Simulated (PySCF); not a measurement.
A GIAO shielding run with PySCF 2.14.0 with density-fitted response routines (density fitting, non-relativistic, gas phase) on s-BuOMe (CC[C@H](C)OC, C5H12O):

```
$ OMP_NUM_THREADS=2 python probes_run.py task.json out

{"job": {"kind": "nmr", "xc": "wB97X-D", "basis": "pcSseg-2", "pop": false}, "charge": 0, "multiplicity": 1}
C     -2.001453    -0.997708     0.184533
C     -1.390561     0.260965    -0.403337
C      0.106267     0.363941    -0.179607
C      0.664228     1.685817    -0.675966
O      0.701623    -0.736563    -0.841240
C      2.005211    -1.026611    -0.425329
H     -3.073677    -1.048159    -0.016346
H     -1.865436    -1.029822     1.269519
H     -1.532746    -1.887232    -0.238572
H     -1.574819     0.303270    -1.482424
H     -1.861839     1.148749     0.030396
H      0.308524     0.270160     0.901395
H      0.478656     1.790783    -1.747745
H      1.739204     1.763918    -0.503821
H      0.184204     2.520035    -0.159480
H      2.301698    -1.957142    -0.910744
H      2.722368    -0.245539    -0.708456
H      2.057206    -1.164831     0.663976
```

Hardware: 2 threads of an AMD EPYC, shared host.

(1) How large is the calculation?

(2) How long does it take, and how much memory does it need?

(3) And these other runs on the same molecule and hardware: GIAO shielding at B97-2/pcSseg-2; GIAO shielding at KT3/pcSseg-2; GIAO shielding at PBE0/pcSseg-2?

Results:

(1) 50 electrons, 384 basis functions and 977 auxiliary functions.

(2) 2.5 min of wall time, with 13 SCF cycles and 6 response iterations; peak memory 2.6 GiB. Times on a shared host scatter by some tens of per cent.

(3) B97-2/pcSseg-2: 384 functions, 110 s; KT3/pcSseg-2: 384 functions, 2.1 min; PBE0/pcSseg-2: 384 functions, 2.1 min.
